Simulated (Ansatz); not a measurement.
MgF2⁻. The state is a doublet with charge -1. Geometry relaxed at r2SCAN-D4/def2-TZVPD.

```xyz
3

Mg   -0.427    0.145    0.361
F     1.251   -0.058    1.042
F    -0.824   -0.086   -1.403
```

The structure comes from a short search, and lower isomers may exist.

Task: Estimate the harmonic wavenumbers at UKS r2SCAN-D4/def2-TZVPD (Ansatz, unscaled). Is this a minimum?

Result: 175, 522, 650 cm⁻¹. Yes, no mode is imaginary beyond noise. Zero-point energy 8.1 kJ/mol. Hardware: 4 threads of AMD EPYC 7B13 on a shared host. Wall time 8 s.
